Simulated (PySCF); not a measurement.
# NO: bond curves at several levels of theory

What are the lowest state that PBE0 finds, the bond length, vibrational wavenumber and bond energy of NO, and how much do these hang on the method?

Computed with PySCF 2.14.0. Level: N 6-31G(d,p), O 6-31G(d,p), no relativity.

## Step 1: Set-up

The job is set up so:

```yaml
atoms: N, O
charge: 0
basis: N 6-31G(d,p), O 6-31G(d,p)
Hamiltonian: no relativity
basis_functions: 28
electrons_treated: 15
masses_in_u: 14.0031, 15.9949
levels: PBE0, PBE, r²SCAN, PBEsol, B97-3, BHandHLYP, HF, MP2, SCS-MP2, CCSD, CCSD(T)
grid: 80 radial by 434 angular points
occupations: held fixed by the projection of orbital angular momentum
dissociation_limit: N + O, each in its ground configuration
starting_distance_in_angstrom: 1.255
values_of_2S_to_try: 1, 3, 5
```

Started as:

```bash
$ OMP_NUM_THREADS=1 python dia.py task.json out
```

Further steps of the session: First curve: PBE0; Other states along the same grid; PBE (GGA); r²SCAN (meta-GGA); PBEsol (GGA); B97-3; BHandHLYP (global hybrid GGA); ROHF (mean field); MP2 and coupled cluster.

What does the calculation give? Wanted: for each run, Re; ωe; De; μ.

As calculated:

Lowest PBE0 solution found, without spin–orbit coupling: ²Π (doublet), unpaired electrons π ↑. State 2 has its PBE0 minimum 4.42 eV higher. The other levels ran on the lowest alone.

```
       level  Re (Å)  ωe (cm⁻¹)  De (eV)  μ (D)
        ROHF   1.124       2282     2.18  -0.23
    ROHF-MP2   1.177       1910     6.21    n/a
ROHF-SCS-MP2   1.173       1927     6.03    n/a
   ROHF-CCSD   1.165       1970     5.39    n/a
ROHF-CCSD(T)   1.173       1896     5.67    n/a
         PBE   1.170       1910     7.41   0.16
      PBEsol   1.167       1935     7.79   0.17
      r²SCAN   1.161       1977     6.47   0.09
        PBE0   1.152       2054     6.52   0.08
       B97-3   1.153       2042     6.60   0.07
   BHandHLYP   1.140       2144     5.58  -0.01
```

De is counted to N + O in their ground configurations. A positive dipole means N(−)O(+).

Differences from CCSD(T) in the same basis:

```
       level  Re (mÅ)  ωe (%)
        ROHF      -49   +20.4
    ROHF-MP2       +3    +0.8
ROHF-SCS-MP2       -1    +1.7
   ROHF-CCSD       -8    +3.9
         PBE       -3    +0.7
      PBEsol       -7    +2.0
      r²SCAN      -13    +4.3
        PBE0      -22    +8.3
       B97-3      -20    +7.7
   BHandHLYP      -33   +13.1
```

What this shows: Against CCSD(T) in the same basis, the bond length is nearest at ROHF-SCS-MP2 (-1 mÅ) and farthest at ROHF (-49 mÅ); the wavenumber is nearest at PBE (+0.7 %) and farthest at ROHF (+20.4 %). Hartree–Fock falls on the short and stiff side, its usual fault. CCSD(T) in a basis this small is itself some way from its limit, more so than the functionals. Of the levels with a De here, ROHF gives the least (2.18 eV) and PBEsol the most (7.79 eV).

Correlated steps freeze 2 core orbitals.
